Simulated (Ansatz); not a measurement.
C3H7NO can be A, `CNC(C)=O`, or B, `CC1(N)CO1`.

Isolated molecules relaxed with PBE0-D4/def2-TZVP in Ansatz; ΔE leaves out vibrations. CBS: MP2 limit from def2 TZ/QZ plus the TZ coupled-cluster correction, frozen cores. DFT in def2-TZVPP. B3LYP here is the variant with VWN-RPA as its local correlation; programs differ in this. Each species was taken in one conformer, which may not be the lowest.

Task: Which is lower in electronic energy at CCSD(T)/CBS, and by how much? (An estimate is asked.)

Result: Ansatz gave: A, by 31.3 kcal/mol.

Task: Give E(B) − E(A) in kcal/mol with ωB97M-V, B3LYP, CCSD(T)/def2-TZVPP, r2SCAN-D4, PBE-D4, B2PLYP, B3LYP-D4. (An estimate is asked.)

Result: Ansatz gave: ωB97M-V 31.9, B3LYP 36.2, CCSD(T)/def2-TZVPP 31.5, r2SCAN-D4 33.4, PBE-D4 32.9, B2PLYP 34.7, B3LYP-D4 35.8. None reverses the order clearly.

Largest T1 diagnostic: 0.014.

In def2-TZVPP, CCSD(T) changes the Hartree–Fock value by −6.2 kcal/mol (the triples alone add −0.1 kcal/mol) and MP2 by −6.9 kcal/mol. From PBE to PBE0 (25 % exact exchange), in def2-TZVPP and without D4, E(B) − E(A) moves by −0.9 kcal/mol.
